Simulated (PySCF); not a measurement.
Species: trans-1,2-difluoroethene, C₂H₂F₂.
Cartesian coordinates in Å at the PBE0-D3(BJ)/def2-TZVP level; atoms count from 1:
```xyz
6
C2H2F2 angstrom
F      1.3349   -1.1603   -0.0008
C      0.6632   -0.0070   -0.0231
C     -0.6556   -0.0022    0.0096
F     -1.3277    1.1503   -0.0153
H      1.2859    0.8772   -0.0699
H     -1.2776   -0.8870    0.0559
```

All values: wB97X-D/pcSseg-2 (PySCF, non-relativistic), on one gas-phase PBE0-D3(BJ)/def2-TZVP geometry that isn't relaxed in the solvent. The solvent is an IEF-PCM continuum (van der Waals radii × 1.2). Specific hydrogen bonds and non-electrostatic terms are outside this model.

Gas phase at wB97X-D/pcSseg-2: HOMO -9.49 eV, LUMO 2.05 eV, dipole 0.00 D.

Problem. What does the continuum do to the energy, the frontier levels and the dipole at wB97X-D/pcSseg-2 in chloroform?

Solution. 
| solvent | ε | E(solvent) − E(gas) (kcal/mol) | polarisation term (kcal/mol) | distortion of the solute (kcal/mol) | HOMO (eV) | LUMO (eV) | dipole (D) |
| --- | --- | --- | --- | --- | --- | --- | --- |
| chloroform | 4.711 | -1.95 | -2.10 | 0.15 | -9.38 | 2.21 | 0.00 |

The polarisation term is half the interaction of the solute with the surface charges that it induces; the rest is the cost of distorting the solute's density. The sum is the electrostatic part of solvation alone. Charge and dipole vanish, so a point-dipole model would give no lowering at all.

The run took 16 s wall on an Arm Neoverse N1 with one thread, on a shared host, and the process peaked at 0.73 GiB of memory. This is the whole shielding run at wB97X-D/pcSseg-2 in chloroform, SCF included.

The pairwise dispersion term of wB97X-D wasn't added to the energies; at a given geometry it leaves orbitals and properties as they are.
